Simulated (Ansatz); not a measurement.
## Scan of HB–AlH, singlet

Starting geometry (PBE0/def2-TZVP stationary point for this spin, not checked as a minimum):

```yaml
atoms:
  - { symbol: B, position_ang: [0.0000, -0.2366, 1.4274] }
  - { symbol: Al, position_ang: [0.0000, 0.1163, -0.5970] }
  - { symbol: H, position_ang: [0.0000, 0.3668, 2.4614] }
  - { symbol: H, position_ang: [0.0000, -0.9435, -1.7892] }
```

From there the angle named below is changed in its plane at fixed bond lengths, both arms turning rigidly about the middle atom; atoms are numbered as listed. Energies are in kcal/mol, counted from the starting geometry at the same level.

Basis 6-31G; Ansatz 0.2.0. Only valence electrons are correlated (noble-gas cores frozen). Prefix R: restricted or restricted open-shell reference.

Full CI is exact within this basis and frozen core; it isn't the basis-set limit.

```json
{"angle Al2-B1-H3 (°)": "67.0", "RHF": "54.5"}
{"angle Al2-B1-H3 (°)": "89.8", "RHF": "24.7"}
{"angle Al2-B1-H3 (°)": "101.4", "RHF": "14.7"}
{"angle Al2-B1-H3 (°)": "120.1", "RHF": "4.4"}
{"angle Al2-B1-H3 (°)": "139.8", "RHF": "0.0"}
{"angle Al2-B1-H3 (°)": "141.4", "RHF": "-0.1"}
{"angle Al2-B1-H3 (°)": "161.8", "RHF": "1.6"}
{"angle Al2-B1-H3 (°)": "180.0", "RHF": "7.3"}
```

Question: Estimate the full CI curve in 6-31G from this one, knowing how RHF errs.

Answer: The computed full CI values, in kcal/mol from the starting point, and the error of RHF against them:
| angle Al2-B1-H3 (°) | full CI | RHF less full CI |
| --- | --- | --- |
| 67.0 | 43.7 | 10.8 |
| 89.8 | 18.6 | 6.1 |
| 101.4 | 10.5 | 4.2 |
| 120.1 | 2.5 | 1.8 |
| 139.8 | 0.0 | 0.0 |
| 141.4 | 0.0 | -0.1 |
| 161.8 | 2.7 | -1.1 |
| 180.0 | 7.5 | -0.1 |

The error spans 11.9 kcal/mol and is largest, 10.8 kcal/mol, at 67.0 °.
